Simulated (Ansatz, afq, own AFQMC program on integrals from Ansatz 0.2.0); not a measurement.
## CH3Al, singlet, reference energies and how methods fare

```xyz
5

Al   -0.0229    0.0000    0.5849
C     0.0451    0.0000   -1.1957
H     0.1606    0.0000    2.1470
H    -0.0423    0.9125   -1.7784
H    -0.0423   -0.9125   -1.7784
```

Geometry: a PBE0/def2-TZVP stationary point, not shown to be a minimum. Basis cc-pVDZ. Noble-gas cores (and the filled d shells of Ga–Kr and In–Xe) are frozen. Ansatz 0.2.0 and our own AFQMC program on the same integrals; the CISD trial comes from CCSD amplitudes, and released means the phaseless constraint is let go. ± is one standard error of the sampling.

Best estimates are CCSD(T) at the basis-set limit (def2-TZVPP/QZVPP) plus the step from CCSD(T) to the highest rung at hand in cc-pVDZ, named in the table (released AFQMC can keep some 10 meV of bias). No zero-point, core-correlation or spin–orbit terms. Where CCSD(T) in the larger sets was too dear, only MP2 was extrapolated. Other levels are in cc-pVDZ, the functionals in def2-TZVP; a dash marks a level that is missing or breaks spin symmetry for a member.

Cautions: CH₃Al (singlet): higher spins were not checked, restricted determinant unstable towards unrestricted (UHF 93 meV lower, ⟨S²⟩ 0.39); CH₃Al⁺ (doublet): its ph-AFQMC/CISD value lies 16 ± 6 meV above CCSDT(Q).

```json
{"process": "to charge +1, doublet (vertical)", "best estimate (eV)": "7.57", "highest rung": "CCSDT(Q)"}
{"process": "to free atoms", "best estimate (eV)": "14.79", "highest rung": "CCSDT(Q)"}
```

Errors against the best estimates in eV, the processes numbered in the order above:

```tsv
level	error, 1	error, 2
MP2	-0.37	-1.33
CCSD(T)	-0.32	-1.44
CCSD(T)/CBS	-0.02	-0.03
PBE	-0.06	0.05
r2SCAN	-0.25	-0.02
PBE0	-0.25	-0.23
B3LYP	-0.14	-0.18
wB97M-V	-0.22	-0.07
B2PLYP	-0.21	-0.29
```

Cost at the first geometry: PBE0/cc-pVDZ, 1.4 s on 1 thread of Intel(R) Xeon(R) Platinum 8375C CPU @ 2.90GHz (Ice Lake), on a shared host; RCCSD(T)/cc-pVDZ, 0.66 s on 1 thread of Intel(R) Xeon(R) Platinum 8375C CPU @ 2.90GHz (Ice Lake), with other jobs on the host; CCSD(T)/def2-QZVPP, 2.4 min on 1 thread of Intel(R) Xeon(R) Platinum 8375C CPU @ 2.90GHz (Ice Lake), with other jobs on the host; CCSDT(Q), 7 s on 1 thread of Intel(R) Xeon(R) Platinum 8375C CPU @ 2.90GHz (Ice Lake) (shared host).

Best estimates are given only where the step beyond CCSD(T) is under 0.3 eV and no member's determinant is very poor (T1 over 0.05, or 0.07 for open shells, ⟨S²⟩ too high by 0.3, two states mixed), so the hardest cases are missing from such tables.

The functionals ran in a triple-zeta set and keep a basis error of their own, a few kJ/mol for each bond in atomization energies and more for double hybrids, so close places among them and the extrapolated levels can swap.

CCSDT and higher add their correlation energy to the determinant of the CCSD(T) run, since their own runs factorise the integrals more tightly (a shift of under 2 meV). Each member of a difference takes its own highest rung, so a best estimate needn't equal the limit plus the step of one row. A walk keeps the symmetry of its determinant, which the program's search chose and which needn't be the lowest solution, so a lower state of the same spin and another symmetry isn't excluded.
